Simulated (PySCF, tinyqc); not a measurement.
RKS/PBE0 in the sto-3g basis, for CH2, spin multiplicity 1, step by step. The lowest restricted solution is unstable here: a spin-polarised one lies 0.0401 hartree lower (PySCF). One step of it, computed by the program tinyqc.

Task: Iteration 2: DIIS coefficients. Solve [B -1; -1 0][c; lambda] = [0; -1] for the coefficients, which sum to one.

B (overlaps of the stored error matrices):
```
                1               2
1   3.5912434e+00  -1.6376610e+00
2  -1.6376610e+00   1.0652187e+00
```

Give: DIIS coefficients.

Result:

DIIS coefficients: 0.3408  0.6592
